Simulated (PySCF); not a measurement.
**MgP+: bond curves at several levels of theory**

Aim: find the lowest electronic state of MgP+, scan its bond at several levels of theory, and get bond length, wavenumber and dissociation energy from each curve.

Computed with PySCF 2.14.0. Level: Mg pcseg-1, P pcseg-1, no relativity.

## 1. Set-up

The job is set up so:

```yaml
atoms: Mg, P
charge: 1
basis: Mg pcseg-1, P pcseg-1
Hamiltonian: no relativity
basis_functions: 28
electrons_treated: 26
masses_in_u: 23.9850, 30.9738
levels: PBE0, PBE, r²SCAN, revPBE, TPSSh, M06-2X, HF, MP2, SCS-MP2, CCSD, CCSD(T)
grid: 80 radial by 434 angular points
occupations: held fixed by the projection of orbital angular momentum
dissociation_limit: Mg+ + P, each in its ground configuration
starting_distance_in_angstrom: 2.520
values_of_2S_to_try: 0, 2, 4
```

On the command line:

```
$ OMP_NUM_THREADS=1 python dia.py task.json out
```

Further steps of the session: The PBE0 curve of the state that the search chose; Other states along the same grid; PBE (GGA); r²SCAN (meta-GGA); revPBE (GGA); TPSSh (hybrid meta-GGA); M06-2X (hybrid meta-GGA); ROHF (mean field); MP2 and coupled cluster.

Before running it: what results should come out? Wanted: for each run, Re; ωe; De; μ.

**Answer**, as computed:

Lowest PBE0 solution found, without spin–orbit coupling: ³Σ⁻ (triplet), unpaired electrons π ↑↑. State 2 has its PBE0 minimum 0.39 eV higher, as a spin-mixed determinant (⟨S²⟩ = 1.01), so this is no gap between pure states. State 4 has its PBE0 minimum 1.53 eV higher. The other levels ran on the lowest alone.

```
       level  Re (Å)  ωe (cm⁻¹)  De (eV)  μ (D)
        ROHF   2.505        347   -0.227  -8.51
    ROHF-MP2   2.512        339     0.52    n/a
ROHF-SCS-MP2   2.528        328     0.59    n/a
   ROHF-CCSD   2.584      282.9     0.74    n/a
ROHF-CCSD(T)   2.594      276.1     0.83    n/a
         PBE   2.519        321     1.45  -6.84
      revPBE   2.535        315     1.35  -6.99
      r²SCAN   2.516        314     1.17  -7.26
       TPSSh   2.505        332     1.33  -7.48
        PBE0   2.505        325     1.22  -7.27
      M06-2X   2.513        311     1.38  -6.73
```

De is counted to Mg+ + P in their ground configurations. A positive dipole points from Mg to P; in an ion it is taken about the centre of mass and does not tell which atom is negative.

What this shows: Bond lengths run from 2.505 Å (TPSSh) to 2.594 Å (ROHF-CCSD(T)). Among the levels with a De in the table, it runs from -0.227 eV (ROHF) to 1.45 eV (PBE).

Correlated steps freeze 6 core orbitals. A negative De means that the minimum lies above the separated atoms at that level. T1 is 0.041 near the minimum (highest on the curve 0.062), which may point to more than one leading configuration.
